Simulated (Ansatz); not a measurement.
`CC1(F)CC1`. Total charge 0; spin multiplicity 1.

Cartesian coordinates in Å:
```
C 0.508 -0.896 -1.061
C 0.138 0.332 -0.300
F 0.456 1.473 -1.001
C 0.280 0.439 1.174
C -1.090 0.425 0.530
H 1.582 -0.914 -1.260
H 0.249 -1.788 -0.489
H -0.023 -0.930 -2.015
H 0.609 -0.434 1.724
H 0.628 1.387 1.562
H -1.710 -0.458 0.634
H -1.626 1.365 0.502
```

**Question.** List the harmonic frequencies (cm⁻¹, unscaled) at PBE0-D4/def2-TZVP in Ansatz. (An estimate is asked.)

**Answer.** Computed: 223, 312, 336, 404, 463, 714, 768, 864, 934, 953, 956, 1032, 1062, 1071, 1136, 1186, 1298, 1365, 1425, 1444, 1470, 1486, 1520, 3055, 3128, 3143, 3153, 3156, 3239, 3252.

**Question.** Is this a minimum?

**Answer.** Yes, all 30 modes are real.

**Question.** Give the ideal-gas thermochemistry at 298.15 K and 1 bar (rigid rotor, harmonic oscillator; point group Cs, symmetry number 1).

**Answer.** Zero-point energy 266.5 kJ/mol; H(298) − E = 282.8 kJ/mol; entropy 300.2 J/(mol·K), of which translation 162.6, rotation 105.5, vibration 32.2; G(298) − E = 193.3 kJ/mol.

**Question.** Rotational constants (cm⁻¹)?

**Answer.** 0.2244, 0.1788, 0.1339.
